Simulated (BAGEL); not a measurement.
# P2 (SMILES P#P) at HF/6-31G(d) (density fitting with qzvpp-jkfit, spherical functions)

Aim: the vertical electron affinity of P2 at HF/6-31G* (density fitting with qzvpp-jkfit, spherical functions), from 2 runs. 

Program for the calculation: BAGEL 1.2.2.

1 further run of the same task is left out (set aside as unsound or not needed). Runs told in other sessions of the task aren't counted.

## 1. The molecule

The species is P2 (2 atoms), meant as a singlet with charge 0. SMILES: `P#P`. The bond length is the measured one.

Bond lengths: P1–P2 1.893 Å.

## 2. The energy at HF/6-31G(d) (density fitting with qzvpp-jkfit, spherical functions)

The input, hf.json:

```json
{ "bagel": [

{
  "title": "molecule",
  "basis": "6-31gs.json",
  "df_basis": "qzvpp-jkfit",
  "angstrom": true,
  "geometry": [
    { "atom": "P", "xyz": [       0.000000,       0.000000,       0.000000 ] },
    { "atom": "P", "xyz": [       0.000000,       0.000000,       1.893400 ] }
  ]
},

{
  "title": "hf"
},

{
  "title": "print",
  "file": "orbitals.molden",
  "orbitals": true
}

]}
```

The basis set 6-31G* is read from a file made from the Basis Set Exchange's data (not shown).

On the command line:

```bash
$ BAGEL_NUM_THREADS=1 BAGEL hf.json > hf.out
```

The log of the run:

```text
* using 1 threads per process

  ===============================================================
  ===============================================================

  *** Geometry ***

  { "atom" : "P", "xyz" : [      0.000000,      0.000000,      0.000000 ] },
  { "atom" : "P", "xyz" : [      0.000000,      0.000000,      3.578007 ] },

  Number of auxiliary basis functions:      256

  Since a DF basis is specified, we compute 2- and 3-index integrals:
    o Being stored without compression. Storage requirement is 0.003 GB

  Number of basis functions:       36
  Number of electrons      :       30

    * METHOD: MOLECULE                             0.05

  *** RHF ***

  === Nuclear Repulsion ===
    62.8841620369

      * DIIS with orbital gradients will be used.

  === RHF iteration (6-31gs.json) ===
      0       -681.41213642          0.00429679           0.01
      1       -681.42050508          0.00172541           0.01
      2       -681.42136729          0.00038092           0.01
      3       -681.42143811          0.00003007           0.01
      4       -681.42143836          0.00000690           0.01
      5       -681.42143838          0.00000091           0.01
      6       -681.42143838          0.00000005           0.01
      7       -681.42143838          0.00000001           0.01
      8       -681.42143838          0.00000000           0.01
    * SCF iteration converged.

    * Permanent dipole moment:
           (   -0.000000,     0.000000,    -0.000000) a.u.

    * METHOD: HF                                   0.10

    * METHOD: PRINT                                0.00

  ===============================================================
```

Run time: 0.28 s. Hardware: 1 thread of Arm Neoverse V1, shared host.

## 3. The doublet anion, same level

The input, calc.json:

```json
{ "bagel": [

{
  "title": "molecule",
  "basis": "6-31gs.json",
  "df_basis": "qzvpp-jkfit",
  "angstrom": true,
  "geometry": [
    { "atom": "P", "xyz": [       0.000000,       0.000000,       0.000000 ] },
    { "atom": "P", "xyz": [       0.000000,       0.000000,       1.893400 ] }
  ]
},

{ "title": "uhf", "charge": -1, "nopen": 1 },

{ "title": "print", "file": "orbitals.molden", "orbitals": true }

]}
```

The basis set 6-31G* is read from a file made from the Basis Set Exchange's data (not shown).

On the command line:

```bash
$ BAGEL_NUM_THREADS=1 BAGEL calc.json > calc.out
```

The log of the run:

```text
* using 1 threads per process

  ===============================================================
  ===============================================================

  *** Geometry ***

  { "atom" : "P", "xyz" : [      0.000000,      0.000000,      0.000000 ] },
  { "atom" : "P", "xyz" : [      0.000000,      0.000000,      3.578007 ] },

  Number of auxiliary basis functions:      256

  Since a DF basis is specified, we compute 2- and 3-index integrals:
    o Being stored without compression. Storage requirement is 0.003 GB

  Number of basis functions:       36
  Number of electrons      :       30

    * METHOD: MOLECULE                             0.05

  *** Open-shell HF ***

  === Nuclear Repulsion ===
    62.8841620369

      * DIIS with orbital gradients will be used.

  === UHF iteration (6-31gs.json) ===
      0       -681.38461628          0.01709356           0.02
      1       -681.41678521          0.00872045           0.02
      2       -681.41987349          0.00238208           0.02
      3       -681.42024053          0.00058502           0.02
      4       -681.42030647          0.00005679           0.02
      5       -681.42030978          0.00001533           0.02
      6       -681.42031025          0.00000256           0.02
      7       -681.42031031          0.00000099           0.02
      8       -681.42031032          0.00000025           0.02
      9       -681.42031032          0.00000002           0.02
     10       -681.42031032          0.00000000           0.02
    * SCF iteration converged.

    * S^2 (UHF) is 0.7609

    * Permanent dipole moment:
           (   -0.000000,     0.000000,    -0.000000) a.u.

    * METHOD: UHF                                  0.22

    * METHOD: PRINT                                0.00

  ===============================================================
```

It took 0.4 s on 1 thread of Arm Neoverse V1, shared host.

## 4. Results

At HF/6-31G* (density fitting with qzvpp-jkfit, spherical functions):

```
                                         quantity          value
                         singlet P2: total energy  -681.42144 Eh
                        singlet P2: dipole moment         0.00 D
                          singlet P2: HOMO energy      -10.14 eV
                          singlet P2: LUMO energy        0.54 eV
                        singlet P2: HOMO–LUMO gap       10.68 eV
                      doublet anion: total energy  -681.42031 Eh
                              doublet anion: ⟨S²⟩          0.761
vertical electron affinity (to the doublet anion)      -0.031 eV
```

What this shows: The anion lies 0.03 eV (3.0 kJ/mol) above the neutral: the electron isn't bound at this level, and such a value depends on the basis. Without diffuse functions anions come out too high. Hartree–Fock misses the correlation that binds many anions.
